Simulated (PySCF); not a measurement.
Working out the ionisation energy of P

P [Ne] 3s2 3p3 (4S) → P⁺ [Ne] 3s2 3p2 (3P). Computed with PySCF 2.14 in pcseg-2, with no relativity, point nucleus. Frozen: [Ne]. Energies in hartree (1 hartree = 27.21139 eV):

```
            part    P (lower)   P⁺ (upper)
             UHF  -340.709213  -340.344389
CCSD correlation    -0.092001    -0.078583
             (T)    -0.002810    -0.001955
```

Q: What does Hartree-Fock give?

A: (-340.344389) − (-340.709213) = 0.364824 hartree = 9.927 eV.

Q: What do CCSD and CCSD(T) give?

A: The CCSD correlation energies differ by 0.013418 hartree = 0.365 eV and the triples by 0.000855 hartree = 0.023 eV, so CCSD gives 10.292 eV and CCSD(T) 10.315 eV.

Measured between the centres of the two terms (NIST): 10.526 eV, so CCSD(T) (valence) is off by -0.211 eV.

What remains against the reference includes basis incompleteness, the frozen core and higher excitations.
